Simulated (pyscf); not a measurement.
Single points on ωB97X-D3(BJ)/def2-SVP structures (PySCF, gas phase). Correlated levels are frozen-core, on RHF or UHF. ΔMP2 is the change of the MP2 total energy from the triple- to the quadruple-zeta basis.

Problem. For the elementary gas-phase step water (H₂O) + H₂N–B=O → O=B–OH + ammonia (NH₃) (singlet surface; H–O, B–N broken, B–O, H–N formed), what barrier and reaction energy does CCSD(T)/def2-TZVPP + ΔMP2(QZVPP) give, measured from the separated reactants?

Solution. ΔE‡ = 81.5 kJ/mol, ΔE = -17.4 kJ/mol. Zero-point energy shifts the barrier by +6.9 kJ/mol. It is a four-centre exchange, with an imaginary mode of 1319i cm⁻¹. On the reactant side the descent ends in a complex (not fully relaxed), 31.8 kJ/mol under the separated species and 102.7 kJ/mol under the saddle at ωB97X-D3(BJ)/def2-TZVP. On the product side the descent ends in an adduct with a B–N contact, 71.9 kJ/mol under the separated species and 160.9 kJ/mol under the saddle at ωB97X-D3(BJ)/def2-TZVP. What is counted as broken (B–N) persists as a longer contact in the product adduct; parting that adduct is a step of its own. The reactants may also form a dative adduct at H₂N–B=O; it and routes through it were not searched. At ωB97X-D3(BJ) the barrier from the zero used here is 70.9 kJ/mol. This is the saddle that the search found; another between the same sides may lie lower. The CCSD(T) − MP2 part came from Ansatz, without density fitting, on the same reference.
